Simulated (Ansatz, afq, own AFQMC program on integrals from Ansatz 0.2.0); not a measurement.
**CH4N, doublet: AFQMC among the cluster methods**

```
atom    x (Å)    y (Å)    z (Å)
   N  -0.0887   0.0000   0.6446
   C   0.0848   0.0000  -0.7305
   H   0.2213  -0.8326   1.1206
   H   0.2213   0.8326   1.1206
   H  -0.1102  -0.9302  -1.2469
   H  -0.1102   0.9302  -1.2469
```

Connectivity, by distances: NH2–CH2.

Basis 6-31G. Noble-gas cores (and the filled d shells of Ga–Kr and In–Xe) are frozen. Ansatz 0.2.0 and our own AFQMC program on the same integrals; the CISD trial comes from CCSD amplitudes, and released means the phaseless constraint is let go. Uncertainties: one standard error, sampling alone.

Determinant: UHF, the one that the program's search chose, which needn't be the lowest solution. The geometry is a point of a scan.

No full CI on the walks' own integrals is used here; CCSDT(Q) serves as the reference and is uncertain by about the last step of the cluster series.

The T1 diagnostic is 0.0152, the weight of the determinant in the CISD state is 0.913 and the ⟨S²⟩ of the determinant is 0.760. The size of the correlated space is 13 electrons in 24 orbitals.

Reference: CCSDT(Q), correlation energy -5.767 eV. The released energy is read at 1.50 1/Eh (meV from the phaseless value at times in 1/Eh: 9 ± 12 at 0.24, 11 ± 11 at 0.50, -6 ± 9 at 1.00, 2 ± 11 at 1.50).

```tsv
level	E − E(reference) (kcal/mol)	share of correlation (%)
HF	132.99	0.00
MP2	17.90	86.54
CCSD	2.76	97.92
CCSD(T)	0.50	99.62
CCSDT	0.25	99.81
ph-AFQMC/HF	0.92 ± 1.48	99.31
ph-AFQMC/CISD	0.00 ± 0.21	100.00
released AFQMC	0.05 ± 0.26	99.96
```

A walk keeps the symmetry of its determinant, which the program's search chose and which needn't be the lowest solution, so a lower state of the same spin and another symmetry isn't excluded. Released energies are given only where the last usable release times agree within the noise; a slower fall can still hide under it.
